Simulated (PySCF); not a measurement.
fluorine (F2), SMILES FF. Atoms are numbered in the order given.

```xyz
2

F      0.0000     0.0000    -0.6991
F      0.0000     0.0000     0.6991
```
Charge 0, spin multiplicity 1.

Coordinates come from a r2SCAN-D4/def2-TZVPD optimisation.

Calculation: TDDFT-LC-ωPBE/def2-TZVPD in PySCF.

Vertical excitations; the highest root listed may be one member of a degenerate set. Gas-phase values at a fixed geometry. State labels are in the subgroup D2h.

Computed lowest excited states:
```json
[
 {"state": "S1", "symmetry": "B2u", "energy (eV)": "4.58", "λ (nm)": "270", "f": "0.000", "main pairs": "HOMO→LUMO (degenerate set)"},
 {"state": "S2", "symmetry": "B3u", "energy (eV)": "4.58", "λ (nm)": "270", "f": "0.000", "main pairs": "HOMO−1→LUMO (degenerate set)"},
 {"state": "S3", "symmetry": "B2g", "energy (eV)": "8.26", "λ (nm)": "150", "f": "0.000", "main pairs": "HOMO−2→LUMO (degenerate set)"},
 {"state": "S4", "symmetry": "B3g", "energy (eV)": "8.26", "λ (nm)": "150", "f": "0.000", "main pairs": "HOMO−3→LUMO (degenerate set)"},
 {"state": "S5", "symmetry": "B2g", "energy (eV)": "12.33", "λ (nm)": "101", "f": "0.000", "main pairs": "HOMO−1→LUMO+2, HOMO−1→LUMO+7 (degenerate set)"},
 {"state": "S6", "symmetry": "B3g", "energy (eV)": "12.33", "λ (nm)": "101", "f": "0.000", "main pairs": "HOMO→LUMO+2, HOMO→LUMO+7 (degenerate set)"},
 {"state": "S7", "symmetry": "B3u", "energy (eV)": "12.63", "λ (nm)": "98", "f": "0.031", "main pairs": "HOMO−1→LUMO+1 (degenerate set)"},
 {"state": "S8", "symmetry": "B2u", "energy (eV)": "12.63", "λ (nm)": "98", "f": "0.031", "main pairs": "HOMO→LUMO+1 (degenerate set)"},
 {"state": "S9", "symmetry": "B1u", "energy (eV)": "12.68", "λ (nm)": "98", "f": "0.249", "main pairs": "HOMO−1→LUMO+4 36 %, HOMO→LUMO+3 36 %, HOMO−4→LUMO 26 %"},
 {"state": "S10", "symmetry": "Au", "energy (eV)": "13.01", "λ (nm)": "95", "f": "0.000", "main pairs": "HOMO→LUMO+4 49 %, HOMO−1→LUMO+3 49 %"},
 {"state": "T1", "symmetry": "B3u", "energy (eV)": "3.10", "λ (nm)": "400", "f": "0", "main pairs": "HOMO−1→LUMO (degenerate set)"},
 {"state": "T2", "symmetry": "B2u", "energy (eV)": "3.10", "λ (nm)": "400", "f": "0", "main pairs": "HOMO→LUMO (degenerate set)"},
 {"state": "T3", "symmetry": "B2g", "energy (eV)": "6.85", "λ (nm)": "181", "f": "0", "main pairs": "HOMO−2→LUMO (degenerate set)"},
 {"state": "T4", "symmetry": "B3g", "energy (eV)": "6.85", "λ (nm)": "181", "f": "0", "main pairs": "HOMO−3→LUMO (degenerate set)"}
]
```
Triplets are in the Tamm–Dancoff approximation, which puts them higher than full response would, so one can lie above its singlet here.
